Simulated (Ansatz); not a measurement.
# CH4BF: the cost of one run

Method: RKS r2SCAN-D4/6-31G*, in Ansatz 0.2.0.

### Step 1. The starting structure

Bond lengths: B1–C2 1.532 Å, C2–F3 1.373 Å, B1–H4 1.126 Å, B1–H5 1.236 Å, C2–H6 1.121 Å, C2–H7 1.133 Å. Angles: B1–C2–F3 107.4°, B1–C2–H6 110.7°, B1–C2–H7 110.1°, F3–C2–H6 110.6°, F3–C2–H7 109.9°, H6–C2–H7 108.1°, C2–B1–H4 122.8°, C2–B1–H5 120.5°, H4–B1–H5 116.6°.

Structure file:

```xyz
7

B    -0.6929    0.0886   -0.5111
C     0.5512   -0.0544    0.3719
F     0.5694   -1.3407    0.8503
H    -1.4177   -0.7546   -0.6857
H    -0.9576    1.1683   -1.0525
H     0.5236    0.6802    1.2183
H     1.4853    0.1447   -0.2370
```

### Step 2. Relaxing end A

input.yaml reads:

```yaml
crystal:
  periodic: [false, false, false]
  atoms:
    - { symbol: B, position_ang: [-0.6929, 0.0886, -0.5111] }
    - { symbol: C, position_ang: [0.5512, -0.0544, 0.3719] }
    - { symbol: F, position_ang: [0.5694, -1.3407, 0.8503] }
    - { symbol: H, position_ang: [-1.4177, -0.7546, -0.6857] }
    - { symbol: H, position_ang: [-0.9576, 1.1683, -1.0525] }
    - { symbol: H, position_ang: [0.5236, 0.6802, 1.2183] }
    - { symbol: H, position_ang: [1.4853, 0.1447, -0.237] }
basis:
  gaussian: { orbitals: "6-31G*" }
hamiltonian:
  xc: r2scan
  dispersion: d4
relax:
  f_tol: 0.015
  max_steps: 40
```

The run is started by

```bash
$ ansatz run input.yaml --threads 1 --pin off --max-ram 2048MiB --backend cpu --events-out ev --progress --plain --runs-dir out
```

Q: Estimate wall time and peak memory on 1 thread of Intel Xeon 6975P-C (Granite Rapids), shared host.

About 8 s, with a peak of 0.13 GiB.
